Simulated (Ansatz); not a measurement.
**CH₄Si+ (doublet): the correlation ladder, cc-pVDZ**

Aim: climb from Hartree-Fock through coupled cluster and multireference methods for CH₄Si+ (doublet) at one geometry and basis, and see what each rung misses.

Method: cc-pVDZ, core rule «outside noble gas», up to 6 orbitals frozen; program: Ansatz 0.2.0, Gaussian basis.

To be run: UHF; CCSD(T) on ROHF; CCSD(T) on UHF; BCCD(T) on ROHF; CISD as a restricted active space (open shells left free, so some higher excitations enter); CCSDT(Q) on ROHF; CCSDT(Q) on UHF; CASSCF and MRCISD+Q, 9 electrons in 9 orbitals; CASSCF and NEVPT4(SD), 9 electrons in 9 orbitals; CASSCF and NEVPT2, 9 electrons in 9 orbitals.

17 further runs of the same task are left out: 4 that didn't finish, 13 set aside as unsound or not needed. Runs told in other sessions of the task aren't counted.

## Step 1: What is computed

The geometry is a PBE0/def2-TZVP stationary point (not a proven minimum) of the parent state, kept for this charge and spin.

6 atoms, charge 1, spin multiplicity 2.

Atoms are counted from 1 here; the program's logs count them from 0.

Bond lengths: Si1–C2 1.885 Å, Si1–H3 1.491 Å, C2–H4 1.091 Å, C2–H5 1.093 Å, C2–H6 1.093 Å. Angles: C2–Si1–H3 119.0°, Si1–C2–H4 109.8°, Si1–C2–H5 110.6°, Si1–C2–H6 110.6°, H4–C2–H5 108.2°, H4–C2–H6 108.2°, H5–C2–H6 109.3°.

## Step 2: UHF

Contents of in.yaml:

```yaml
crystal:
  periodic: [false, false, false]
  atoms:
    - {symbol: Si, position_ang: [0.000000, -0.086402, 0.646481]}
    - {symbol: C, position_ang: [0.000000, 0.079187, -1.230736]}
    - {symbol: H, position_ang: [0.000000, 1.148798, 1.480897]}
    - {symbol: H, position_ang: [0.000000, -0.911108, -1.689492]}
    - {symbol: H, position_ang: [0.890815, 0.613122, -1.569773]}
    - {symbol: H, position_ang: [-0.890815, 0.613122, -1.569773]}
basis:
  gaussian: {orbitals: cc-pVDZ}
total_charge: 1
magnetization: {spin_polarized: true, initial_magnetization: 1}
hamiltonian: {xc: hf}
output: {orbitals: {seedname: orbitals}}
```

Started as:

```console
$ ansatz run in.yaml --threads 1 --pin off --events-out ev --progress --plain --max-ram 2393MiB
```

After this run come: CCSD(T) on ROHF; CCSD(T) on UHF; BCCD(T) on ROHF; CISD as a restricted active space (open shells left free, so some higher excitations enter); CCSDT(Q) on ROHF; CCSDT(Q) on UHF; CASSCF and MRCISD+Q, 9 electrons in 9 orbitals; CASSCF and NEVPT4(SD), 9 electrons in 9 orbitals; CASSCF and NEVPT2, 9 electrons in 9 orbitals.

Before running them: what should the planned runs give, taken together? Wanted: UCCSDT(Q) from the RHF energy; RMP2 from UCCSDT(Q); UMP2 from UCCSDT(Q); RCCSD from UCCSDT(Q); RCCSD(T) from UCCSDT(Q); UCCSD(T) from UCCSDT(Q); RCCSDT(Q) from UCCSDT(Q); NEVPT2 frontier from UCCSDT(Q); NEVPT4(SD) frontier from UCCSDT(Q).

**Answer**, as computed:

| quantity | value |
| --- | --- |
| UCCSDT(Q) from the ROHF energy | -6.7394 eV |
| RMP2 from UCCSDT(Q) | +108.0 kJ/mol |
| UMP2 from UCCSDT(Q) | +107.7 kJ/mol |
| RCCSD from UCCSDT(Q) | +20.4 kJ/mol |
| RCCSD(T) from UCCSDT(Q) | +3.3 kJ/mol |
| UCCSD(T) from UCCSDT(Q) | +3.3 kJ/mol |
| RCCSDT(Q) from UCCSDT(Q) | +0.1 kJ/mol |
| NEVPT2 frontier from UCCSDT(Q) | +118.5 kJ/mol |
| NEVPT4(SD) frontier from UCCSDT(Q) | +16.6 kJ/mol |
| MRCISD+Q frontier from UCCSDT(Q) | +2.3 kJ/mol |
| levels within 1 kcal/mol (43 meV) | RCCSD(T), UCCSD(T), BCCD(T), RCCSDT, UCCSDT, RCCSDT(Q), MRCISD+Q frontier |
| T1 diagnostic | 0.018 |

**Reading.** RCCSD(T) lands +3.3 kJ/mol from the yardstick (0.5 % of the correlation energy). Of the multireference levels listed MRCISD+Q frontier comes nearest in total energy (+2.3 kJ/mol), which doesn't show that its space is the better one. These misses are within one basis, not against nature; the frozen cores of restricted and unrestricted runs differ, which can shift their rows.

With open shells the CI space here admits some higher excitations, so it is larger than plain CISD.
